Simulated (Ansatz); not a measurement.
The input, for Ansatz 0.2.0:

```yaml
crystal:
  periodic: [false, false, false]
  atoms:
    - {symbol: S, position_ang: [0.000000, 0.000000, 0.000000]}
    - {symbol: Mg, position_ang: [0.000000, 0.000000, 2.340400]}
basis:
  gaussian: {orbitals: 6-31G}
total_charge: 1
magnetization: {spin_polarized: true, initial_magnetization: 3}
correlation: {method: ccsd_t, electrons: outside_noble_gas}
```

```sh
$ ansatz run in.yaml --threads 1 --pin off --events-out ev --progress --plain --max-ram 2393MiB
```

Output:

```
272 factors; integrals over basis functions are off by at most 1.0e-4 eV
mean field evaluation 1: about -16239.6509 eV, gradient 6.2e0 eV
mean field evaluation 2: about -16239.6706 eV, gradient 6.2e0 eV
mean field evaluation 4: about -16240.1796 eV, gradient 8.1e-1 eV
mean field evaluation 8: about -16240.2049 eV, gradient 1.6e-3 eV
mean field evaluation 16: about -16239.6387 eV, gradient 2.1e0 eV
mean field evaluation 32: about -16239.1370 eV, gradient 5.7e-1 eV
mean field evaluation 64: about -16239.1438 eV, gradient 4.0e-4 eV
mean field evaluation 96: about -16239.1438 eV, gradient 8.4e-5 eV
mean field evaluation 128: about -16236.9073 eV, gradient 2.0e-1 eV
mean field -16240.20489340 eV, -596.8165218264 hartree, gradient 6.0e-6 eV, S^2 3.755080; 6 other end points of the search recorded, 0 dependent functions left out
determinant -16240.20489340 eV, -596.8165218264 hartree, with singles and doubles -16240.96735668 eV, -596.8445418349 hartree
determinant -16239.14379168 eV, -596.7775270572 hartree, with singles and doubles -16239.87143253 eV, -596.8042673651 hartree
determinant -16236.90277934 eV, -596.6951713726 hartree, with singles and doubles -16237.71427136 eV, -596.7249931545 hartree
10 core orbitals not correlated: weight in the atoms' cores, before any rotation towards them, 1.000 or more for the frozen orbitals, at most 0.000 for the correlated occupied ones
reference -16240.20489340 eV, -596.8165218264 hartree; 5, 2 occupied and 11, 14 virtual orbitals, 272 factors
second order -0.58385807 eV of doubles, -0.00000000 eV of singles
cycle   1  -0.77242552 eV  change   -3.9e-2 eV  update   1.2e-2
cycle   2  -0.77906818 eV  change   -6.6e-3 eV  update   4.8e-3
cycle   3  -0.78076457 eV  change   -1.7e-3 eV  update   1.5e-3
cycle   4  -0.78137107 eV  change   -6.1e-4 eV  update   6.0e-4
cycle   5  -0.78151814 eV  change   -1.5e-4 eV  update   2.3e-4
cycle   6  -0.78156082 eV  change   -4.3e-5 eV  update   9.2e-5
cycle   7  -0.78157651 eV  change   -1.6e-5 eV  update   4.2e-5
cycle   8  -0.78158045 eV  change   -3.9e-6 eV  update   1.8e-5
cycle   9  -0.78158140 eV  change   -9.5e-7 eV  update   6.7e-6
perturbative correction -0.01286261 eV, -0.0004726922 hartree
Total energy: -16240.99933742 eV, -596.8457171053 hartree
```

For the same geometry and basis full CI lies 2.6 meV lower.

Ran on 1 thread of Arm Neoverse V2, shared host: 0.63 s wall, 0.07 GiB peak host memory.
